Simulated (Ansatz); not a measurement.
System: CS2, charge 1, doublet. CS2+ (parent SMILES C(=S)=S, doublet).
B3LYP-D3(BJ)/def2-TZVP minimum from Ansatz (a quantum-chemistry and plane-wave program):
```
C
S 1 1.5517
S 1 1.5517 2 180.00
```
Charge +1, spin multiplicity 2.

Total energies in cc-pV(D+d)Z, 15 correlated electrons, 11 frozen orbitals. Open shells are spin-unrestricted; no spin-orbit coupling. Cores are frozen in correlated methods. No relativity. The UHF reference of CS2+ (parent SMILES S=C=S, doublet) is spin-contaminated (<S^2> up to 0.28 over the pure value in the sets run). The spin of CS2+ (parent SMILES S=C=S, doublet) was assumed, and the state is the lowest solution found for it.

| method | program | energy (Eh) | minus CCSDT(Q) (mEh) |
|---|---|---|---|
| HF | Ansatz | -832.61253 | 405.03 |
| MP2 | Ansatz | -832.95183 | 65.74 |
| CCSD | Ansatz | -832.99333 | 24.23 |
| CCSD(T) | Ansatz | -833.01335 | 4.21 |
| CCSDT(Q) | Ansatz | -833.01756 | 0.00 |

Rough core times of Ansatz's runs on a shared machine: CCSD(T) under 20 s, CCSDT(Q) 3 min.
